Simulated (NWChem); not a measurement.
## Correlation energy of Li$_{2}$

SMILES: [Li][Li]
```xyz
2

Li     0.0000     0.0000     1.3936
Li     0.0000     0.0000    -1.3936
```
Charge 0, spin multiplicity 1.

Everything below was run with NWChem. Structure: optimised with PBE0/def2-SVP, a minimum by its harmonic frequencies.

Basis set: cc-pVDZ. Each correlation energy counts from its own Hartree-Fock reference.

The correlated methods freeze no orbitals. The structure started from a generated list of species. Coupled-cluster values serve here as a point of comparison, not as the truth.

**Question.** One of these methods gave a correlation energy of -19.8 mHa. Which?
(A) CCSD
(B) SCS-MP2
(C) MP2

**Answer.** C, MP2. The others give -23.7 (SCS-MP2), -31.2 (CCSD).
